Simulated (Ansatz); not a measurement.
**One structure, 3 elements: Ti2Cd, Zr2Cd, Hf2Cd**

Plane-wave DFT in Ansatz with scalar-relativistic PAW potentials, cutoff 420 eV, Γ-centred meshes chosen by cell and gap, Gaussian smearing with energies taken to zero width. Every cell was relaxed (cell and atoms) in a run of its own, within the symmetry of its start. Functional: PBEsol.

All members share space group I4/mmm and the same sites; only the element on one set of sites changes (Ti, Zr, Hf). Members needn't be the stable form of their composition. Energies over the elements, where given, are against the elements' standard states in the same functional (H₂, N₂, O₂ and halogens uncorrected, Hg as a solid). The first member:

Space group I4/mmm (No. 139). a = 2.820 Å, b = 2.820 Å, c = 13.287 Å, α = 90.00°, β = 90.00°, γ = 90.00°
```tsv
atom	site	symmetry	x	y	z
Ti	4e	4mm	0.0000	0.0000	0.3235
Cd	2a	4/mmm	0.0000	0.0000	0.0000
```

```tsv
compound	V (Å³/atom)	a (Å)	c (Å)	energy over elements (eV/atom)
Ti2Cd	17.61	2.820	13.287	-0.105
Hf2Cd	20.93	3.040	13.584	-0.109
```

Predict the member with Zr.

V (Å³/atom) 21.30, a (Å) 3.035, c (Å) 13.877, energy over elements (eV/atom) -0.150. Interpolating linearly in period between Ti and Hf would give 19.27 Å³/atom (9.5 % too small), with -0.107 eV/atom over the elements. Over the whole series the volume has no steady trend down the group (least for Ti); all are metallic on the mesh; binding against the elements is strongest for Zr. Hf is no larger than Zr here (20.93 against 21.30 Å³/atom), as one expects from the lanthanide contraction and relativistic shrinking of 6s.

Spin-orbit coupling is left out, which matters for the bands of heavy elements.